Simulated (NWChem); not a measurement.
Molecule: NH, triplet; SMILES [NH]

Program: NWChem. Spin-unrestricted. Geometry: optimised at PBE0/def2-SVP, spin-unrestricted. No stability test was run on the SCF state. Level: B3LYP/def2-SVP with COSMO at NWChem's default radii, gas-phase geometry; rows give the dielectric constant. Reactions with the solvent are ignored.

| dielectric constant | electrostatic solvation energy (kcal/mol) | dipole in solution (D) |
|---|---|---|
| 2.0 | -1.4 | 1.70 |
| 2.4 | -1.6 | 1.73 |
| 20.7 | -2.8 | 1.85 |
| 37.5 | -2.9 | 1.86 |
| 78.4 | -2.9 | 1.86 |
